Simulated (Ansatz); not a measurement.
Process, species as SMILES: [OH] (OH) → OH+ (triplet, bonded as [OH]) + e-
B3LYP-D3(BJ)/def2-TZVP geometries, fixed; electronic energies without zero-point terms.
Largest species:
```
O
H 1 0.9767
```
Charge 0, spin multiplicity 2.

Basis-set convergence of the adiabatic ionisation energy at HF with Ansatz (a program for electronic structure). Cartesian d functions, on some or all atoms, in 6-31G*, 6-31G**, 6-31+G*; all else is spherical. Open shells are unrestricted. No added dispersion term, no relativity. Functions are those of the species that has most. Reference: the value in aug-cc-pV5Z, 11.355 eV, itself unsure by roughly 0.004 eV (its mean distance from pcseg-4, aug-pcseg-3, aug-cc-pVQZ). Deviations are taken from unrounded values.

```json
[
 {"basis": "STO-3G", "functions": "6", "adiabatic ionisation energy (eV)": "8.596", "minus reference (eV)": "-2.759"},
 {"basis": "6-31G", "functions": "11", "adiabatic ionisation energy (eV)": "11.288", "minus reference (eV)": "-0.067"},
 {"basis": "6-31G*", "functions": "17", "adiabatic ionisation energy (eV)": "11.258", "minus reference (eV)": "-0.098"},
 {"basis": "6-31G**", "functions": "20", "adiabatic ionisation energy (eV)": "11.262", "minus reference (eV)": "-0.093"},
 {"basis": "6-31+G*", "functions": "21", "adiabatic ionisation energy (eV)": "11.362", "minus reference (eV)": "0.007"},
 {"basis": "6-311G**", "functions": "24", "adiabatic ionisation energy (eV)": "11.263", "minus reference (eV)": "-0.092"},
 {"basis": "def2-SVPD", "functions": "31", "adiabatic ionisation energy (eV)": "11.473", "minus reference (eV)": "0.118"},
 {"basis": "aug-pcseg-1", "functions": "32", "adiabatic ionisation energy (eV)": "11.430", "minus reference (eV)": "0.075"},
 {"basis": "6-311++G(2d,2p)", "functions": "37", "adiabatic ionisation energy (eV)": "11.363", "minus reference (eV)": "0.008"},
 {"basis": "pcseg-2", "functions": "44", "adiabatic ionisation energy (eV)": "11.367", "minus reference (eV)": "0.012"},
 {"basis": "jun-cc-pV(T+d)Z", "functions": "53", "adiabatic ionisation energy (eV)": "11.360", "minus reference (eV)": "0.005"},
 {"basis": "aug-cc-pVTZ", "functions": "69", "adiabatic ionisation energy (eV)": "11.361", "minus reference (eV)": "0.005"},
 {"basis": "aug-pcseg-2", "functions": "69", "adiabatic ionisation energy (eV)": "11.376", "minus reference (eV)": "0.021"},
 {"basis": "def2-QZVPP", "functions": "87", "adiabatic ionisation energy (eV)": "11.349", "minus reference (eV)": "-0.006"},
 {"basis": "def2-QZVPPD", "functions": "99", "adiabatic ionisation energy (eV)": "11.354", "minus reference (eV)": "-0.001"},
 {"basis": "aug-cc-pVQZ", "functions": "126", "adiabatic ionisation energy (eV)": "11.356", "minus reference (eV)": "0.001"},
 {"basis": "pcseg-4", "functions": "162", "adiabatic ionisation energy (eV)": "11.358", "minus reference (eV)": "0.003"},
 {"basis": "aug-cc-pV5Z", "functions": "207", "adiabatic ionisation energy (eV)": "11.355", "minus reference (eV)": "0.000"}
]
```
